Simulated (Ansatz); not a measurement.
System: Sb2Os (Pnnm, No. 58). Method: HSE06 in Ansatz (plane waves, PAW).

Settings: plane-wave cutoff 460 eV, 4×4×8 k mesh (along the axes of the cell as run), Fermi–Dirac smearing 0.01 eV, no spin polarisation, scalar-relativistic PAW data made under PBE.

Cell (measured lattice):

```cif
data_Os2Sb4
_chemical_formula_sum 'Os2 Sb4'
_space_group_name_H-M_alt 'P 1'
_space_group_IT_number 1
_cell_length_a 5.93810
_cell_length_b 6.69610
_cell_length_c 3.20440
_cell_angle_alpha 90.000
_cell_angle_beta 90.000
_cell_angle_gamma 90.000
loop_
_space_group_symop_operation_xyz
  'x, y, z'
loop_
_atom_site_label
_atom_site_type_symbol
_atom_site_fract_x
_atom_site_fract_y
_atom_site_fract_z
_atom_site_occupancy
Os1 Os 0.00000 0.00000 0.00000 1
Os2 Os 0.50000 0.50000 0.50000 1
Sb1 Sb 0.18045 0.35889 0.00000 1
Sb2 Sb 0.81955 0.64111 0.00000 1
Sb3 Sb 0.68045 0.14111 0.50000 1
Sb4 Sb 0.31955 0.85889 0.50000 1
```

Estimate the band gap, smallest direct gap on the k points sampled and Γ–Γ gap that the calculation returns.


* **band gap**: 0.85 eV
* **smallest direct gap on the k points sampled**: 1.42 eV
* **Γ–Γ gap**: 3.34 eV

Note: cell and atoms aren't relaxed at this level (largest force component 0.04 eV/Å).

Spin–orbit coupling is not included; with these elements it can move the gap by several tenths of an eV or more.

Static lattice: no zero-point or thermal effects.

It cost roughly 14 core-minutes of CPU time.

Ansatz is a first-principles code.
